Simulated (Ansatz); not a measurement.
# Si₂F (doublet): the correlation ladder, def2-TZVPP

An exercise on one series of results from a longer session: the logs are not shown, and one member is left open.

The runs use Ansatz 0.2.0, Gaussian basis; def2-TZVPP, core rule «outside noble gas», up to 11 orbitals frozen.

To be run: UHF; ROHF; CCSD(T) on UHF.

2 further runs of the same task are left out: 2 set aside as unsound or not needed.

## The system

The geometry is a PBE0/def2-TZVP stationary point (not a proven minimum).

3 atoms, charge 0, spin multiplicity 2.

Atoms are counted from 1 here; the program's logs count them from 0.

Bond lengths: F1–Si2 1.592 Å, Si2–Si3 2.130 Å. Angles: F1–Si2–Si3 180.0°.

Set-up of the first run:

Input file in.yaml:

```yaml
crystal:
  periodic: [false, false, false]
  atoms:
    - {symbol: F, position_ang: [0.000000, 0.000000, -1.771600]}
    - {symbol: Si, position_ang: [0.000000, 0.000000, -0.179400]}
    - {symbol: Si, position_ang: [0.000000, 0.000000, 1.951000]}
basis:
  gaussian: {orbitals: def2-TZVPP}
magnetization: {spin_polarized: true, initial_magnetization: 1}
hamiltonian: {xc: hf}
output: {orbitals: {seedname: orbitals}}
```

The run is started by

```bash
ansatz run in.yaml --threads 1 --pin off --events-out ev --progress --plain --max-ram 4096MiB --backend cpu
```

Steps of the session up to this table: UHF; ROHF; CCSD(T) on UHF.

One table of the session follows, with a row left open; its other results are not shown here.

```
  method  from UCCSD(T) (meV)
    ROHF             +13259.4
     UHF             +13097.4
    UMP2              +1398.7
   UCCSD                    ?
UCCSD(T)                    0
```

Q: Estimate the row for UCCSD from the others.

**Answer.** from UCCSD(T) (meV): +610.8. In the column «from UCCSD(T) (meV)» it lies between UCCSD(T) (0) and UMP2 (+1398.7).

With the free atoms at the same levels and basis (separate runs), the atomisation energy is 7.994 eV at UCCSD(T), 5.078 eV at ROHF.

Caveats from the session: Warnings: spin contamination; coupled cluster took another determinant than the lowest.
